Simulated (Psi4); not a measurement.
# MP2/cc-pCVDZ (density fitting, density fitting for correlation) run of C2H2FN (SMILES N#CCF)

Aim: the energy change on altering one bond length of C2H2FN at MP2/cc-pCVDZ (density fitting, density fitting for correlation), from 2 runs. 

Program for the calculation: Psi4 1.11.

3 further runs of the same task are left out: 1 that didn't finish, 2 set aside as unsound or not needed.

## (1) The molecule

C2H2FN: 6 atoms, total charge 0, spin state singlet. As SMILES, `N#CCF`. Geometry: relaxed at PBE0-D4/def2-TZVP.

Bond lengths: N1–C2 1.148 Å, C2–C3 1.461 Å, C3–F4 1.369 Å, C3–H5 1.094 Å, C3–H6 1.094 Å. Angles: N1–C2–C3 178.6°, C2–C3–F4 110.8°, C2–C3–H5 109.3°, C2–C3–H6 109.3°, F4–C3–H5 109.1°, F4–C3–H6 109.1°, H5–C3–H6 109.3°.

## (2) The energy at MP2/cc-pCVDZ (density fitting, density fitting for correlation)

c2h2fn.dat reads:

```
memory 1.6 GB

molecule geom {
  N     -1.529900    -1.437900     0.378100
  C     -0.705300    -0.665400     0.173900
  C      0.326600     0.340600    -0.065100
  F      1.299700    -0.150000    -0.893200
  H      0.778700     0.627700     0.888400
  H     -0.127700     1.220900    -0.528300
  symmetry c1
}

set basis cc-pCVDZ
set scf_type df
set freeze_core true
set mp2_type df

result, w = energy('mp2', return_wfn=True)
```

The run is started by

```
$ psi4 -n 1 c2h2fn.dat c2h2fn.out
```

c2h2fn.out:

```text
Psi4 1.11 release

   => Loading Basis Set <=

    Name: CC-PCVDZ
    Role: ORBITAL
    Keyword: BASIS

         ---------------------------------------------------------
                                   SCF
                              RHF Reference
                        1 Threads,   1525 MiB Core
         ---------------------------------------------------------

  ==> Geometry <==

    Molecular point group: c1
    Full point group: C1

    Geometry (in Angstrom), charge = 0, multiplicity = 1:

       Center              X                  Y                   Z               Mass
    ------------   -----------------  -----------------  -----------------  -----------------
         N           -1.519405008769    -1.013966874068     0.547648978392    14.003074004430
         C           -0.694805008769    -0.241466874068     0.343448978392    12.000000000000
         C            0.337094991231     0.764533125932     0.104448978392    12.000000000000
         F            1.310194991231     0.273933125932    -0.723651021608    18.998403162730
         H            0.789194991231     1.051633125932     1.057948978392     1.007825032230
         H           -0.117205008769     1.644833125932    -0.358751021608     1.007825032230

  Running in c1 symmetry.

  Rotational constants: A =      1.23980  B =      0.16043  C =      0.14600 [cm^-1]
  Rotational constants: A =  37168.28534  B =   4809.71935  C =   4376.85639 [MHz]
  Nuclear repulsion =  100.217958129320351

  Charge       = 0
  Multiplicity = 1
  Electrons    = 30
  Nalpha       = 15
  Nbeta        = 15

  ==> Algorithm <==

  SCF Algorithm Type is DF.
  DIIS enabled.
  MOM disabled.
  Fractional occupation disabled.
  Guess Type is SAD.
  Energy threshold   = 1.00e-08
  Density threshold  = 1.00e-08
  Integral threshold = 1.00e-12

  ==> Primary Basis <==

  Basis Set: CC-PCVDZ
    Blend: CC-PCVDZ
    Number of shells: 38
    Number of basis functions: 82
    Number of Cartesian functions: 86
    Spherical Harmonics?: true
    Max angular momentum: 2

   => Loading Basis Set <=

    Name: (CC-PCVDZ AUX)
    Role: JKFIT
    Keyword: DF_BASIS_SCF

  ==> Integral Setup <==

  DFHelper Memory: AOs need 0.019 GiB; user supplied 1.118 GiB.
  SCF_SUBTYPE=INCORE selected. In-core MEM_DF algorithm will be used.
  Using in-core AOs.

  ==> MemDFJK: Density-Fitted J/K Matrices <==

    J tasked:                   Yes
    K tasked:                   Yes
    wK tasked:                   No
    Memory [MiB]:              1144
    Algorithm:                 Core
    Schwarz Cutoff:           1E-12
    Mask sparsity (%):       4.5211
    Fitting Condition:        1E-10

   => Auxiliary Basis Set <=

  Basis Set: (CC-PCVDZ AUX)
    Blend: DEF2-UNIVERSAL-JKFIT
    Number of shells: 112
    Number of basis functions: 340
    Number of Cartesian functions: 404
    Spherical Harmonics?: true
    Max angular momentum: 4

  Minimum eigenvalue in the overlap matrix is 3.1986991016E-03.
  Reciprocal condition number of the overlap matrix is 6.8728260805E-04.
    Using symmetric orthogonalization.

  ==> Pre-Iterations <==

  SCF Guess: Superposition of Atomic Densities via on-the-fly atomic UHF (no occupation information).

   -------------------------
    Irrep   Nso     Nmo
   -------------------------
     A         82      82
   -------------------------
    Total      82      82
   -------------------------

  ==> Iterations <==

                           Total Energy        Delta E     RMS |[F,P]|

   @DF-RHF iter SAD:  -229.76854629500167   -2.29769e+02   0.00000e+00
   @DF-RHF iter   1:  -230.69032790355675   -9.21782e-01   5.07967e-03 DIIS/ADIIS
   @DF-RHF iter   2:  -230.72962660248055   -3.92987e-02   4.21469e-03 DIIS/ADIIS
   @DF-RHF iter   3:  -230.77713498758553   -4.75084e-02   5.25765e-04 DIIS/ADIIS
   @DF-RHF iter   4:  -230.77849776919868   -1.36278e-03   1.78291e-04 DIIS/ADIIS
   @DF-RHF iter   5:  -230.77862603320639   -1.28264e-04   5.16632e-05 DIIS
   @DF-RHF iter   6:  -230.77863707260150   -1.10394e-05   1.59645e-05 DIIS
   @DF-RHF iter   7:  -230.77863825061834   -1.17802e-06   4.35991e-06 DIIS
   @DF-RHF iter   8:  -230.77863834931642   -9.86981e-08   1.17370e-06 DIIS
   @DF-RHF iter   9:  -230.77863836152164   -1.22052e-08   3.94746e-07 DIIS
   @DF-RHF iter  10:  -230.77863836382772   -2.30608e-09   2.14444e-07 DIIS
   @DF-RHF iter  11:  -230.77863836486085   -1.03313e-09   7.95780e-08 DIIS
   @DF-RHF iter  12:  -230.77863836501362   -1.52767e-10   1.15308e-08 DIIS
   @DF-RHF iter  13:  -230.77863836501567   -2.04636e-12   3.05154e-09 DIIS
  Energy and wave function converged.

  ==> Post-Iterations <==

    Orbital Energies [Eh]
    ---------------------

    Doubly Occupied:

       1A    -26.321185     2A    -15.601612     3A    -11.384224
       4A    -11.297218     5A     -1.637537     6A     -1.245380
       7A     -1.044105     8A     -0.782127     9A     -0.750041
      10A     -0.733827    11A     -0.624047    12A     -0.592589
      13A     -0.569506    14A     -0.493068    15A     -0.480942

    Virtual:

      16A      0.148324    17A      0.175217    18A      0.178625
      19A      0.248589    20A      0.344709    21A      0.368674
      22A      0.402757    23A      0.656015    24A      0.669041
      25A      0.679464    26A      0.731468    27A      0.751436
      28A      0.796136    29A      0.802022    30A      0.868218
      31A      0.870441    32A      1.071688    33A      1.081755
      34A      1.150350    35A      1.161849    36A      1.219661
      37A      1.304467    38A      1.329235    39A      1.332732
      40A      1.428726    41A      1.556525    42A      1.607814
      43A      1.667309    44A      1.670068    45A      1.837245
      46A      1.868594    47A      1.931831    48A      1.946152
      49A      1.988258    50A      2.094390    51A      2.190896
      52A      2.205091    53A      2.206944    54A      2.309430
      55A      2.529430    56A      2.684074    57A      2.729430
      58A      2.893306    59A      2.932371    60A      2.981838
      61A      3.183425    62A      3.997215    63A      3.999164
      64A      4.246175    65A      4.255950    66A      4.452118
      67A     19.546275    68A     20.065260    69A     22.606645
      70A     22.608289    71A     23.027630    72A     23.173185
      73A     23.405589    74A     23.675681    75A     26.873867
      76A     30.622902    77A     30.627268    78A     31.762353
      79A     43.282406    80A     48.888071    81A     48.893392
      82A     48.997983

    Final Occupation by Irrep:
              A
    DOCC [    15 ]
    NA   [    15 ]
    NB   [    15 ]

  @DF-RHF Final Energy:  -230.77863836501567

   => Energetics <=

    Nuclear Repulsion Energy =            100.2179581293203512
    One-Electron Energy =                -514.8783766168176044
    Two-Electron Energy =                 183.8817801224816151
    Total Energy =                       -230.7786383650156665

Computation Completed

Properties will be evaluated at   0.000000,   0.000000,   0.000000 [a0]

Properties computed using the SCF density matrix

 Multipole Moments:

 ------------------------------------------------------------------------------------
     Multipole            Electronic (a.u.)      Nuclear  (a.u.)        Total (a.u.)
 ------------------------------------------------------------------------------------

 L = 1.  Multiply by 2.5417464519 to convert [e a0] to [Debye]
 Dipole X            :          1.0499031           -0.6015948            0.4483083
 Dipole Y            :         -1.0441532            2.2723839            1.2282307
 Dipole Z            :         -1.1091014            1.3365454            0.2274440
 Magnitude           :                                                    1.3271253

 ------------------------------------------------------------------------------------

	total time  =          1 seconds =       0.02 minutes

  //>>>>>>>>>>>>>>>>>>>>>>>>>>>>>>>>>>>//
  //               DFMP2               //
  //<<<<<<<<<<<<<<<<<<<<<<<<<<<<<<<<<<<//

   => Loading Basis Set <=

    Name: (CC-PCVDZ AUX)
    Role: RIFIT
    Keyword: DF_BASIS_MP2

	 --------------------------------------------------------
	                          DF-MP2
	      2nd-Order Density-Fitted Moller-Plesset Theory
	              RMP2 Wavefunction,   1 Threads

	 --------------------------------------------------------

   => Auxiliary Basis Set <=

  Basis Set: (CC-PCVDZ AUX)
    Blend: DEF2-QZVPP-RI
    Number of shells: 164
    Number of basis functions: 676
    Number of Cartesian functions: 906
    Spherical Harmonics?: true
    Max angular momentum: 5

	 --------------------------------------------------------
	                 NBF =    82, NAUX =   676
	 --------------------------------------------------------
	   CLASS    FOCC     OCC    AOCC    AVIR     VIR    FVIR
	   PAIRS       4      15      11      67      67       0
	 --------------------------------------------------------

	-----------------------------------------------------------
	 ==================> DF-MP2 Energies <====================
	-----------------------------------------------------------
	 Reference Energy          =    -230.7786383650156665 [Eh]
	 Singles Energy            =      -0.0000000000000000 [Eh]
	 Same-Spin Energy          =      -0.1586618679624907 [Eh]
	 Opposite-Spin Energy      =      -0.4475013434881252 [Eh]
	 Correlation Energy        =      -0.6061632114506159 [Eh]
	 Total Energy              =    -231.3848015764662875 [Eh]
	-----------------------------------------------------------
	 ================> DF-SCS-MP2 Energies <==================
	-----------------------------------------------------------
	 SCS Same-Spin Scale       =       0.3333333333333333 [-]
	 SCS Opposite-Spin Scale   =       1.2000000000000000 [-]
	 SCS Same-Spin Energy      =      -0.0528872893208302 [Eh]
	 SCS Opposite-Spin Energy  =      -0.5370016121857503 [Eh]
	 SCS Correlation Energy    =      -0.5898889015065805 [Eh]
	 SCS Total Energy          =    -231.3685272665222499 [Eh]
	-----------------------------------------------------------

	total time  =          0 seconds =       0.00 minutes

    Psi4 run time: 0:00:01.95
```

It took 3 s on 1 thread of Intel Xeon Platinum 8375C at 2.90GHz (Ice Lake), shared host; peak memory 0.23 GiB.

[end of part 1 of 2]
